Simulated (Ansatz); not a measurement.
**Trisilane (Si3H8): how energies converge with the basis set**

An exercise on one series of results from a longer session: the logs are not shown, and one member is left open.

The runs use Ansatz 0.2.0, Gaussian basis; one geometry, several basis sets.

Levels to be run: PBE0-D4/def2-SVP; ωB97M-V/def2-SVP; PBE0-D4/def2-QZVPP; ωB97M-V/def2-QZVPP; the functionals' def2-TZVPP values are taken from earlier runs.

### The relaxed structure

An earlier PBE0-D4 in a triple-zeta def2 set relaxation fixed the geometry.

SMILES `[SiH3][SiH2][SiH3]`, 11 atoms, charge 0, spin multiplicity 1.

Atoms are counted from 1 here; the program's logs count them from 0.

Bond lengths: Si1–Si2 2.338 Å, Si1–H4 1.488 Å, Si1–H5 1.488 Å, Si1–H6 1.488 Å, Si2–Si3 2.338 Å, Si2–H7 1.490 Å, Si2–H8 1.490 Å, Si3–H9 1.488 Å, Si3–H10 1.488 Å, Si3–H11 1.488 Å. Angles: Si2–Si1–H4 111.3°, Si2–Si1–H5 109.8°, Si2–Si1–H6 109.8°, H4–Si1–H5 108.7°, H4–Si1–H6 108.7°, H5–Si1–H6 108.5°, Si1–Si2–Si3 110.3°, Si1–Si2–H7 109.6°, Si1–Si2–H8 109.6°, Si3–Si2–H7 109.6°, Si3–Si2–H8 109.6°, H7–Si2–H8 108.1°, Si2–Si3–H9 109.8°, Si2–Si3–H10 109.8°, Si2–Si3–H11 111.3°, H9–Si3–H10 108.5°, H9–Si3–H11 108.7°, H10–Si3–H11 108.7°.

Set-up of the first run:

Contents of in.yaml:

```yaml
crystal:
  periodic: [false, false, false]
  atoms:
    - {symbol: Si, position_ang: [-1.286941, 1.359221, -0.523375]}
    - {symbol: Si, position_ang: [-0.456627, -0.814837, -0.295006]}
    - {symbol: Si, position_ang: [1.637614, -0.776575, 0.744607]}
    - {symbol: H, position_ang: [-2.620547, 1.361108, -1.182704]}
    - {symbol: H, position_ang: [-0.348267, 2.172999, -1.342101]}
    - {symbol: H, position_ang: [-1.415952, 1.992114, 0.816946]}
    - {symbol: H, position_ang: [-0.336468, -1.447939, -1.638692]}
    - {symbol: H, position_ang: [-1.403671, -1.629110, 0.517897]}
    - {symbol: H, position_ang: [1.519922, -0.153932, 2.090756]}
    - {symbol: H, position_ang: [2.588153, 0.029746, -0.067785]}
    - {symbol: H, position_ang: [2.188083, -2.149896, 0.900158]}
basis:
  gaussian: {orbitals: def2-SVP}
hamiltonian: {xc: pbe0, dispersion: d4}
output: {orbitals: {seedname: orbitals}}
```

Run with:

```sh
> ansatz run in.yaml --threads 4 --pin off --events-out ev --progress --plain --max-ram 10444MiB
```

Steps of the session up to this table: PBE0-D4 in def2-SVP; ωB97M-V in def2-SVP; PBE0-D4 in def2-QZVPP; ωB97M-V in def2-QZVPP.

One table of the session follows, with a row left open; its other results are not shown here.

It belongs to the step «Functionals by basis». 

| functional | basis | HOMO (eV) | LUMO (eV) |
| --- | --- | --- | --- |
| PBE0-D4 | def2-SVP | -8.10 | -0.04 |
| PBE0-D4 | def2-TZVPP | ? | ? |
| PBE0-D4 | def2-QZVPP | -8.03 | -0.29 |
| ωB97M-V | def2-SVP | -10.03 | 1.80 |
| ωB97M-V | def2-TZVPP | -10.00 | 1.48 |
| ωB97M-V | def2-QZVPP | -10.00 | 1.21 |

Estimate the missing values for PBE0-D4, def2-TZVPP.

As computed: HOMO (eV): -8.03; LUMO (eV): -0.23.
